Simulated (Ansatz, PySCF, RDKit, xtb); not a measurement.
**Solving [AlSiNH7]+, step by step**

Task: start from the formula [AlSiNH7]+ (charge +1), draw up candidate structures, narrow them down in stages, and characterise the one that lies lowest at 298.15 K.

Plan: many cheap relaxations first (GFN2-xTB), then density-functional screening, relaxation at PBE0-D3(BJ)/def2-SVP, vibrations and a final energy. The numbers are computed, not measured.

7 further runs of the same task are left out: 7 set aside as unsound or not needed.

### 1 Possible bonding patterns

A program enumerates the bonding patterns with one Lewis structure each (two rings at most, one unusual centre or charged pair), with their diastereomers. O–O, O–halogen and N–halogen bonds and N–N–N chains are not drawn. That gives 6 candidates.

| label | SMILES | spin |
| --- | --- | --- |
| c351 | [NH3+][AlH2-][SiH2+] | singlet |
| c437 | [NH3+][SiH2][AlH2] | singlet |
| c498 | [NH3+][SiH+][AlH3-] | singlet |
| c627 | [AlH3-][NH2+][SiH2+] | singlet |
| c661 | [NH3+][AlH][SiH3] | singlet |
| c721 | [AlH2][NH2+][SiH3] | singlet |

Candidates are built by distance geometry, with a force field where one applies, in up to four conformers (letters a to d). 7 starts with atoms placed at random are added, to find patterns that the rules miss.

Q: Predict the outcome of this search (final energies at CCSD(T)/def2-TZVP).

| quantity | value |
| --- | --- |
| lowest structure found | [AlH2][NH2+][SiH3], singlet, Cs |
| next finalist | [NH3+][AlH][SiH3], singlet, 4.8 kcal/mol higher in G |
| share at equilibrium, among the finalists | 100.0 % |
| harmonic wavenumbers, lowest and highest (PBE0-D3(BJ)/def2-SVP) | 23 and 3517 cm⁻¹ |
| rotational constants, same geometry | 0.6142, 0.09486, 0.08989 cm⁻¹ |
| HOMO energy (PBE0/def2-TZVPD) | -13.72 eV |
| LUMO energy (PBE0/def2-TZVPD) | -6.41 eV |
| HOMO–LUMO gap (PBE0/def2-TZVPD) | 7.31 eV |
| lowest excitation (TD-PBE0/def2-SVPD) | 5.70 eV (f = 0.000) |
| strongest of the states computed, same level | 8.67 eV (f = 0.244) |
| lowest triplet excitation, same level, Tamm-Dancoff | 5.14 eV |
| vertical ionisation energy | 16.13 eV |
| vertical recombination energy (electron added) | 4.83 eV |
| vertical triplet less singlet | +5.27 eV |

The lowest structure found is `[AlH2][NH2+][SiH3]`. The margin of 4.8 kcal/mol over the next finalist is beyond the usual error of the last level; it says nothing of structures that weren't ranked. GFN2-xTB, HF/STO-3G, r2SCAN-D4/def2-SVP, PBE0-D3(BJ)/def2-SVP, HF/def2-TZVP and MP2/def2-TZVP already put its bonding pattern lowest among the structures in one piece. Lowest found is not proven lowest: the search is finite, and each finalist counts with one conformer. Patterns outside the rules of the enumeration were met only by chance.
